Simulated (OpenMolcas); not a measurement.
# One shape, several levels: C2H5F (SMILES CCF)

Aim: a comparison of 6 runs (HF/aug-cc-pVDZ, M06-2X/aug-cc-pVDZ, PBE/aug-cc-pVDZ, PBE0/aug-cc-pVDZ, TPSS/aug-cc-pVDZ, CCSD(T)/aug-cc-pVDZ) of C2H5F. 

Program for the calculation: OpenMolcas 26.06.

1 further run of the same task is left out (set aside as unsound or not needed).

## Step 1: The structure to begin with

C2H5F: 8 atoms, total charge 0, spin state singlet. As SMILES, `CCF`. The coordinates come from a PBE0-D4/def2-TZVP relaxation.

Bond lengths: C1–C2 1.504 Å, C2–F3 1.386 Å, C1–H4 1.093 Å, C1–H5 1.092 Å, C1–H6 1.091 Å, C2–H7 1.094 Å, C2–H8 1.094 Å. Some angles: C1–C2–F3 110.1°, C1–C2–H7 111.6°, C1–C2–H8 111.6°, F3–C2–H7 107.4°, F3–C2–H8 107.4°, C2–C1–H4 109.9°, C2–C1–H5 110.8°, C2–C1–H6 110.8°, H7–C2–H8 108.6°, H4–C1–H5 108.4°.

## Step 2: Energy and gradient at HF/aug-cc-pVDZ (run 1)

File coord.xyz:

```xyz
8

C     -0.431700     0.566900    -0.264600
C      0.378400    -0.599100     0.230500
F      1.663300    -0.186400     0.546500
H     -1.443900     0.237400    -0.512600
H      0.018600     0.998500    -1.160400
H     -0.500300     1.343000     0.499800
H      0.464000    -1.381500    -0.529800
H     -0.056300    -1.036000     1.134800
```

File calc.inp:

```
&GATEWAY
 BasLib = $CurrDir
 Coord = coord.xyz
 Basis = aug-cc-pVDZ
 Group = NoSym

&SEWARD

&SCF
 Thresholds = 1e-10 1e-07 1e-07 1e-05
 PrOrbitals = 1 1

&ALASKA
```

The basis set aug-cc-pVDZ is read from a file made from the Basis Set Exchange's data (not shown).

Command:

```sh
$ export MOLCAS_MEM=1860
$ pymolcas calc.inp > calc.log
```

The log of the run:

```text
--- Start Module: gateway ---
[...]
--- Stop Module: gateway /rc=_RC_ALL_IS_WELL_ ---
[...]
      Basis functions          114
[...]
--- Start Module: scf ---
[...]
       Convergence after  12 Iterations
[...]
::    Total SCF energy                               -178.1036743954
[...]
      Total spin, S                                     0.0000000000
[...]
      Total electronic charge=   26.000000
      Total            charge=   -0.000000
[...]
      Dipole Moment (debye):
      Origin of the operator (angstrom)=    0.6127   -0.0784    0.1957
                   X= -2.0071E+00               Y= -4.3729E-01               Z= -5.3660E-01           Total=  2.1231E+00
      Quadrupole Moment (debye*angstrom):
[...]
--- Stop Module: scf /rc=_RC_ALL_IS_WELL_ ---
[...]
--- Start Module: alaska ---
[...]
 *              Molecular gradients               *
 **************************************************
  Irreducible representation: a
 ------------------------------------------------------------------------------------------
                              X                       Y                       Z
 ------------------------------------------------------------------------------------------
  C1                2.05908313038261E-03   -5.47346324852072E-03    1.83984893930544E-03
  C2               -6.59951749442778E-04    7.20093718146408E-03   -1.74459468743804E-03
  F3                3.50883780812694E-03    1.30148939973829E-03    8.32680481807735E-04
  H4               -1.20087244846667E-03    3.81308164876415E-04   -4.55279350605964E-04
  H5                3.79924740069593E-04    4.20223489788318E-04   -1.06944611517612E-03
  H6               -2.23830707581363E-04    7.92077143983771E-04    8.22272122320111E-04
  H7               -1.11257941379206E-03   -2.85358363219590E-03   -2.72515178154498E-03
  H8               -2.75061135938803E-03   -1.76898849908347E-03    2.49967039130938E-03
[...]
--- Stop Module: alaska /rc=_RC_ALL_IS_WELL_ ---
[...]
```

It took 17 s on 1 thread of Arm Neoverse V1, shared host; peak memory 0.69 GiB.

## Step 3: Energy and gradient at M06-2X/aug-cc-pVDZ (run 2)

File test.inp:

```
&GATEWAY
 BasLib
 $CurrDir
 Coord
 8
 angstrom
 C       -0.431700       0.566900      -0.264600
 C        0.378400      -0.599100       0.230500
 F        1.663300      -0.186400       0.546500
 H       -1.443900       0.237400      -0.512600
 H        0.018600       0.998500      -1.160400
 H       -0.500300       1.343000       0.499800
 H        0.464000      -1.381500      -0.529800
 H       -0.056300      -1.036000       1.134800
 Basis
 aug-cc-pVDZ
 Group
 NoSym

&SEWARD
 GridInput
 Grid=UltraFine
 End of Grid

&SCF
 KSDFT
 M062X
 Thresholds
 1e-10 1e-07 1e-07 1e-05
 PrOrbitals
 1 1

&ALASKA
```

The basis set aug-cc-pVDZ is read from a file made from the Basis Set Exchange's data (not shown).

Command:

```sh
$ export MOLCAS_MEM=1860
$ pymolcas test.inp > test.log
```

The log of the run:

```text
--- Start Module: gateway ---
[...]
--- Stop Module: gateway /rc=_RC_ALL_IS_WELL_ ---
[...]
      Basis functions          114
[...]
--- Start Module: scf ---
[...]
       Convergence after  14 Iterations
[...]
::    Total KS-DFT energy                            -179.0024447071
[...]
      Total spin, S                                     0.0000000000
[...]
      Total electronic charge=   26.000000
      Total            charge=   -0.000000
[...]
      Dipole Moment (debye):
      Origin of the operator (angstrom)=    0.6127   -0.0784    0.1957
                   X= -1.8462E+00               Y= -3.7431E-01               Z= -4.9939E-01           Total=  1.9488E+00
      Quadrupole Moment (debye*angstrom):
[...]
--- Stop Module: scf /rc=_RC_ALL_IS_WELL_ ---
[...]
--- Start Module: alaska ---
[...]
 *              Molecular gradients               *
 **************************************************
  Irreducible representation: a
 ------------------------------------------------------------------------------------------
                              X                       Y                       Z
 ------------------------------------------------------------------------------------------
  C1                7.78785101970492E-04   -2.22036954201688E-03    7.61259193387431E-04
  C2                4.07802725091200E-03    3.51135967676885E-03    5.06172799315308E-04
  F3               -5.29688674587980E-03   -2.10699953763593E-03   -1.21317411234356E-03
  H4                2.58245225902809E-03    1.41802396255714E-03    5.12439705894152E-04
  H5               -1.69368395529387E-03   -9.20568356152174E-04    2.57298545602125E-03
  H6               -9.85214979462024E-05   -2.00889334465892E-03   -2.56864425729098E-03
  H7               -8.70950508112478E-04    1.62793236842762E-03    1.94825503192475E-03
  H8                5.20778095413066E-04    6.99514772657617E-04   -2.51929381695049E-03
[...]
--- Stop Module: alaska /rc=_RC_ALL_IS_WELL_ ---
[...]
```

Run time: 88 s. Hardware: 1 thread of Arm Neoverse V1, shared host; peak memory 0.69 GiB.

Runs 3 to 4 aren't shown in full; the table further down has their settings and results.

## Step 4: Energy and gradient at TPSS/aug-cc-pVDZ (run 5)

File struct.xyz:

```xyz
8

C     -0.431700     0.566900    -0.264600
C      0.378400    -0.599100     0.230500
F      1.663300    -0.186400     0.546500
H     -1.443900     0.237400    -0.512600
H      0.018600     0.998500    -1.160400
H     -0.500300     1.343000     0.499800
H      0.464000    -1.381500    -0.529800
H     -0.056300    -1.036000     1.134800
```

File run.input:

```
>>> EXPORT MOLCAS_PRINT=2

&GATEWAY
 BasLib
 $CurrDir
 Coord
 struct.xyz
 Basis
 aug-cc-pVDZ
 Group
 NoSym

&SEWARD
 GridInput
 Grid=UltraFine
 End of Grid

&SCF
 KSDFT
 2
 1.0 MGGA_X_TPSS
 1.0 MGGA_C_TPSS
 Thresholds
 1e-10 1e-07 1e-07 1e-05
 PrOrbitals
 1 1

&ALASKA
```

The basis set aug-cc-pVDZ is read from a file made from the Basis Set Exchange's data (not shown).

Command:

```sh
$ export MOLCAS_MEM=1860
$ pymolcas run.input > run.log
```

The log of the run:

```text
--- Start Module: gateway ---
[...]
--- Stop Module: gateway /rc=_RC_ALL_IS_WELL_ ---
[...]
      Basis functions          114
[...]
--- Start Module: scf ---
[...]
       Convergence after  14 Iterations
[...]
::    Total KS-DFT energy                            -179.1054536828
[...]
      Total spin, S                                     0.0000000000
[...]
      Total electronic charge=   26.000000
      Total            charge=   -0.000000
[...]
      Dipole Moment (debye):
      Origin of the operator (angstrom)=    0.6127   -0.0784    0.1957
                   X= -1.7577E+00               Y= -3.4882E-01               Z= -4.7701E-01           Total=  1.8544E+00
      Quadrupole Moment (debye*angstrom):
[...]
--- Stop Module: scf /rc=_RC_ALL_IS_WELL_ ---
[...]
--- Start Module: alaska ---
[...]
 *              Molecular gradients               *
 **************************************************
  Irreducible representation: a
 ------------------------------------------------------------------------------------------
                              X                       Y                       Z
 ------------------------------------------------------------------------------------------
  C1                1.31829978970188E-03   -3.51460311758656E-03    1.19679663117367E-03
  C2                1.47707818839797E-02    7.55140889029171E-03    3.01170594970712E-03
  F3               -2.08224841080096E-02   -6.18198283664495E-03   -5.22062417378466E-03
  H4                5.88302855267786E-03    2.27071775881854E-03    1.36716293207395E-03
  H5               -2.50404814191280E-03   -2.45244421950197E-03    5.27911879033294E-03
  H6                5.38435199748388E-04   -4.50098331379367E-03   -4.49270700285354E-03
  H7               -1.10392642884732E-03    4.41983884749142E-03    4.27341189090424E-03
  H8                1.91991325251628E-03    2.40804799091565E-03   -5.41486501757671E-03
[...]
--- Stop Module: alaska /rc=_RC_ALL_IS_WELL_ ---
[...]
```

Run time: 93 s. Hardware: 1 thread of Arm Neoverse V1, shared host; peak memory 0.69 GiB.

## Step 5: The energy at CCSD(T)/aug-cc-pVDZ (Cholesky decomposition) (run 6)

File calc.input:

```
* C2H5F CCSD(T)
&GATEWAY
BasLib = $CurrDir
Coord
8
angstrom
C       -0.431700       0.566900      -0.264600
C        0.378400      -0.599100       0.230500
F        1.663300      -0.186400       0.546500
H       -1.443900       0.237400      -0.512600
H        0.018600       0.998500      -1.160400
H       -0.500300       1.343000       0.499800
H        0.464000      -1.381500      -0.529800
H       -0.056300      -1.036000       1.134800
Basis = aug-cc-pVDZ
Group = NoSym
&SEWARD
High
&SCF
Thresholds = 1e-10 1e-07 1e-07 1e-05
PrOrbitals = 1
&CHCC
Frozen = 3
Threshold = 1e-08
MaxIterations = 80
&CHT3
Frozen = 3
```

The basis set aug-cc-pVDZ is read from a file made from the Basis Set Exchange's data (not shown).

Command:

```sh
$ export MOLCAS_MEM=1860
$ pymolcas calc.input > calc.log
```

The log of the run:

```text
--- Start Module: gateway ---
[...]
--- Stop Module: gateway /rc=_RC_ALL_IS_WELL_ ---
[...]
      Basis functions          114
[...]
       Convergence after  12 Iterations
[...]
::    Total SCF energy                               -178.1036743900
[...]
      Total spin, S                                     0.0000000000
[...]
      Total electronic charge=   26.000000
      Total            charge=   -0.000000
[...]
      Dipole Moment (debye):
      Origin of the operator (angstrom)=    0.6127   -0.0784    0.1957
                   X= -2.0071E+00               Y= -4.3729E-01               Z= -5.3660E-01           Total=  2.1231E+00
      Quadrupole Moment (debye*angstrom):
[...]
--- Start Module: chcc ---
[...]
--- Stop Module: chcc /rc=_RC_ALL_IS_WELL_ ---
[...]
--- Start Module: cht3 ---
[...]
--- Stop Module: cht3 /rc=_RC_ALL_IS_WELL_ ---
[...]
```

Wall time 9.6 min (1 thread of Arm Neoverse V1, shared host); peak memory 0.26 GiB.

## Step 6: All runs side by side

```
run                                         level  integration grid  integral approximation  energy (Eh)  dipole moment (D) of the reference  HOMO energy (eV)  LUMO energy (eV)  wall time
  1                                HF/aug-cc-pVDZ                 –                    none  -178.103674                                2.12            -13.44              0.97       17 s
  2                            M06-2X/aug-cc-pVDZ         UltraFine                    none  -179.002445                                1.95            -10.91             -0.04       88 s
  3                               PBE/aug-cc-pVDZ         UltraFine                    none  -178.870129                                1.83             -7.68             -0.46       58 s
  4                              PBE0/aug-cc-pVDZ         UltraFine                    none  -178.887264                                1.92             -9.38              0.00       58 s
  5                              TPSS/aug-cc-pVDZ         UltraFine                    none  -179.105454                                1.85             -7.85             -0.33       93 s
  6  CCSD(T)/aug-cc-pVDZ (Cholesky decomposition)                 –                 CD high  -178.657296                                2.12            -13.44              0.97    9.6 min
```

## Step 7: Outcome

| quantity | value |
| --- | --- |
| run 6: total energy | -178.65730 Eh |
| run 6: dipole moment (mean-field density) | 2.12 D |
| run 6: HOMO energy (Hartree–Fock orbitals) | -13.44 eV |
| run 6: LUMO energy (Hartree–Fock orbitals) | 0.97 eV |
| run 6: HOMO–LUMO gap (Hartree–Fock orbitals) | 14.41 eV |
| run 6: correlation energy (3 core orbitals frozen) | -553.6 mEh |
| run 6: (T) correction | -14.65 mEh |

In words: Over runs 1, 2, 3, 4, 5 the dipole moment (its size) runs from 1.83 D (PBE/aug-cc-pVDZ) to 2.12 D (HF/aug-cc-pVDZ). Over runs 1, 2, 3, 4, 5 the HOMO–LUMO gap runs from 7.22 eV (PBE/aug-cc-pVDZ) to 14.41 eV (HF/aug-cc-pVDZ). Exact exchange widens orbital gaps. Totals of different functionals can't be ranked against each other. All runs together took 15 min, the longest 9.6 min.
